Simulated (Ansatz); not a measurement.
bcc Li was calculated with LDA in Ansatz (PAW).

Numerical settings: plane-wave cutoff 520 eV, 18×18×18 k mesh, Fermi–Dirac smearing 0.1 eV, perturbation theory, force constants from a 6×6×6 q mesh, scalar-relativistic PAW data made under PBE.

Computed at the level's own relaxed cell.

```
CELL_PARAMETERS angstrom
     -1.68138     1.68138     1.68138
      1.68138    -1.68138     1.68138
      1.68138     1.68138    -1.68138
ATOMIC_POSITIONS crystal
  Li 0.00000 0.00000 0.00000
```

Harmonic phonon frequencies (cm⁻¹; i marks an imaginary mode):

| q point | frequencies |
|---|---|
| N | 54 191 336 |
| H | 344 344 344 |

No imaginary mode appears at these points.

Ansatz is a quantum-chemistry and plane-wave program.
